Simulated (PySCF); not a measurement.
**LiC (quartet): basis, grid and Hamiltonian**

Which parts of the numerical set-up matter for LiC (quartet)? Each run edits the base script.

Method: method and basis as typed in the scripts; program: PySCF 2.14.0.

1 further run of the same task is left out (it didn't finish).

## (1) The system as given

LiC (quartet): 2 atoms, charge 0, spin multiplicity 4.

Bond lengths: Li1–C2 1.995 Å.

## (2) Base script

The input, input.py:

```python
from pyscf import gto, dft

mol = gto.M(
    atom='Li 0 0 0; C 0 0 1.995',
    basis='pcseg-1',
    charge=0,
    spin=3,
    verbose=4,
)
mf = dft.UKS(mol, xc='pbe0')
mf = mf.density_fit(auxbasis='def2-universal-jkfit')
mf.kernel()
g = mf.nuc_grad_method()
g.grid_response = True
g.kernel()
mf.dip_moment()
print('orbital energies (hartree):', [e[max(0, n-3):n+3].round(4) for e, n in zip(mf.mo_energy, mol.nelec)])
```

Started as:

```
python input.py
```

Its log is not repeated here.

In short: E(SCF) = -45.344759 Eh, 9 cycles, ⟨S²⟩ = 3.752, μ = 6.50 D, gradient on the second atom 0.0127 Eh/bohr.

The bond length is a typed value, not an optimised one. The quartet is typed in the script; nothing here shows that it is the ground state.

## (3) Spin-free X2C on

Edit 1 changes spin-free X2C: off → on.

The input, input.py:

```python
from pyscf import gto, dft

mol = gto.M(
    atom='Li 0 0 0; C 0 0 1.995',
    basis='pcseg-1',
    charge=0,
    spin=3,
    verbose=4,
)
mf = dft.UKS(mol, xc='pbe0')
mf = mf.sfx2c1e()
mf = mf.density_fit(auxbasis='def2-universal-jkfit')
mf.kernel()
g = mf.nuc_grad_method()
g.grid_response = True
g.kernel()
mf.dip_moment()
print('orbital energies (hartree):', [e[max(0, n-3):n+3].round(4) for e, n in zip(mf.mo_energy, mol.nelec)])
```

Started as:

```
python input.py
```

## (4) Integration grid 4

Edit 2 changes integration grid: default → 4.

Changes to input.py since step 2:

```diff
@@ -11,2 +11,3 @@
 mf = mf.density_fit(auxbasis='def2-universal-jkfit')
+mf.grids.level = 4
 mf.kernel()
```

## (5) Density fitting auto

Edit 3 changes density fitting: def2-universal-jkfit → auto.

Changes to input.py since step 2:

```diff
@@ -10,3 +10,3 @@
 mf = dft.UKS(mol, xc='pbe0')
-mf = mf.density_fit(auxbasis='def2-universal-jkfit')
+mf = mf.density_fit()
 mf.kernel()
```

## (6) Integration grid (50, 194)

Edit 4 changes integration grid: default → (50, 194).

Changes to input.py since step 2:

```diff
@@ -11,2 +11,3 @@
 mf = mf.density_fit(auxbasis='def2-universal-jkfit')
+mf.grids.atom_grid = (50, 194)
 mf.kernel()
```

Before running it: what results should come out? Wanted: for each run, E(SCF); from base; gap, α spin; SCF dipole.

**Answer**, as computed:

| run | E(SCF) (hartree) | from base (eV) | cycles | gap, α spin (eV) | SCF dipole (D) | functions |
| --- | --- | --- | --- | --- | --- | --- |
| base | -45.344759 | 0 | 9 | 3.46 | 6.50 | 23 |
| spin-free X2C on | -45.360289 | -0.4226 | 9 | 3.45 | 6.50 | 23 |
| integration grid 4 | -45.344759 | 0.0000 | 9 | 3.46 | 6.50 | 23 |
| density fitting auto | -45.344768 | -0.0002 | 9 | 3.46 | 6.50 | 23 |
| integration grid (50, 194) | -45.344744 | +0.0004 | 9 | 3.46 | 6.50 | 23 |

In words: The SCF energy stays the same, to the digits that matter, with integration grid 4. The largest comparable shift of the SCF energy, -0.423 eV, comes with the run “spin-free X2C on”. Scalar relativity lowers the total energy by 0.42 eV, nearly all of it in the inner shells; a basis contracted without relativity catches only part of it.
